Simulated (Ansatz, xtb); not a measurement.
**Relative energy of two structures of AlH3Si2**

Structure a: a singlet given by its coordinates. Structure b: a singlet given by its coordinates. Both are isolated molecules in the gas phase, relaxed with PBE-D3(BJ)/def2-SVP.

a (Å):

```yaml
atoms:
  - { symbol: Al, position_ang: [-2.8970, 0.0912, 0.2226] }
  - { symbol: Si, position_ang: [-4.1289, 0.2830, 2.2663] }
  - { symbol: Si, position_ang: [-1.9359, -0.1443, 2.4317] }
  - { symbol: H, position_ang: [-2.2885, 0.0082, -1.2537] }
  - { symbol: H, position_ang: [-1.1321, -0.2720, 1.0590] }
  - { symbol: H, position_ang: [-0.8060, -0.3806, 3.4026] }
```

Close contacts (Å): Al1–Si2 2.39, Al1–Si3 2.42, Si2–Si3 2.24, Al1–H4 1.60, Al1–H5 1.99, Si3–H5 1.60, Si3–H6 1.51.

b (Å):

```
atom    x (Å)    y (Å)    z (Å)
  Al  -2.5143  -0.5305   0.5334
  Si  -3.7580  -0.3710   2.7513
  Si  -1.8754   0.6321   2.6875
   H  -1.1168  -0.0007  -0.0799
   H  -3.4697  -1.4043  -0.4050
   H  -0.5331   1.3209   2.5683
```

Close contacts (Å): Al1–Si2 2.55, Al1–Si3 2.53, Si2–Si3 2.13, Al1–H4 1.62, Al1–H5 1.60, Si3–H6 1.51.

Task: Which of the two would you expect CCSD(T)/def2-TZVP electronic energies to favour?

Result: Structure a; the calculation gives E(b) − E(a) = +10.3 kcal/mol.

The same difference at several levels:

| level | geometry | E(b) − E(a) (kcal/mol) | departure from the last row (kcal/mol) | job, with rough time for the two |
| --- | --- | --- | --- | --- |
| PBE-D3(BJ)/def2-SVP | PBE-D3(BJ)/def2-SVP | +10.9 | +0.6 | optimisation, 43 s |
| HF/def2-TZVP | PBE-D3(BJ)/def2-SVP | +12.5 | +2.1 | part of the CCSD(T) run |
| MP2/def2-TZVP | PBE-D3(BJ)/def2-SVP | +10.7 | +0.3 | part of the CCSD(T) run |
| CCSD(T)/def2-TZVP | PBE-D3(BJ)/def2-SVP | +10.3 |  | single point, 23 s |

None of the levels shown reverses the order. The largest departure from CCSD(T)/def2-TZVP is that of HF/def2-TZVP, 2.1 kcal/mol. Levels run at GFN2-xTB geometries aren't shown.

With harmonic frequencies from PBE-D3(BJ)/def2-SVP (ideal gas, rigid rotor, one conformer each, 200 K, 1 atm): on the last row, ΔE + ΔZPE = +9.3, ΔH = +9.6, ΔG = +9.1 kcal/mol.

The correlated steps freeze 15 core orbitals. Run with Ansatz 0.2.0; the last row on 1 thread of Arm Neoverse V1 on a shared host.
